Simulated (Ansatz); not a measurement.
# Trigonal Se

These are r²SCANh (Ansatz, a first-principles code, PAW) values and carry that method's errors.

Numerical settings: plane-wave cutoff 520 eV, 9×9×6 k mesh (along the axes of the cell as run), Fermi–Dirac smearing 0.01 eV, scalar-relativistic PAW data made under PBE.

Cell (relaxed at this level):

```xyz
3
Lattice="2.2929 -3.9713 0.0000 2.2929 3.9713 0.0000 0.0000 0.0000 4.9357" Properties=species:S:1:pos:R:3 pbc="T T T"
Se     0.4873     0.8439     3.2905
Se     3.6112     0.0000     0.0000
Se     0.4873    -0.8439     1.6452
```

```yaml
band_gap: 2.02 eV (indirect)
smallest_direct_gap_on_the_k_points_sampled: 2.34 eV
"Γ–Γ gap": 3.47 eV
```

Note: the cell comes from a level without a dispersion term, which matters for the spacing of layers, chains or molecules.

Spin–orbit coupling is not included.

The result took around 80 core-minutes (rough).
